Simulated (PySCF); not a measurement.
# Converging BCl in the basis (CCSD(T))

PySCF, RHF reference; singlet, unpaired electrons none; De to B + Cl without counterpoise correction. Frozen cores follow the default of each basis and core potential.

```csv
basis,relativity,functions,Re (Å),ωe (cm⁻¹),De (eV),frozen orbitals
x2c-SVPall,spin-free X2C,32,1.716,888,5.10,6
cc-pVDZ/cc-pV(D+d)Z,no relativity,37,1.740,851,4.94,6
"6-311G(d,p)",no relativity,44,1.724,859,5.01,6
def2-TZVPP,no relativity,73,1.724,842,5.17,6
def2-TZVPPD,no relativity,88,1.726,836,5.16,6
```

Task: How does each smaller set differ from the one with most functions, def2-TZVPPD?

Result: x2c-SVPall: -1.0 pm, +6.2 % in ωe, -0.06 eV in De; cc-pVDZ/cc-pV(D+d)Z: +1.4 pm, +1.8 % in ωe, -0.22 eV in De; 6-311G(d,p): -0.2 pm, +2.8 % in ωe, -0.15 eV in De; def2-TZVPP: -0.2 pm, +0.7 % in ωe, +0.01 eV in De. All at CCSD(T); the set with most functions is neither the basis-set limit nor always the best. The rows treat relativity differently, so the differences are not basis effects alone.

Correlated steps freeze 6 core orbitals. Correlated levels converge slowly with the basis: in double zeta they bind strong bonds too weakly, by up to about 1 eV, and carry superposition errors of some tenths. Where the molecule has an RHF reference, its open-shell atoms are computed with UHF.
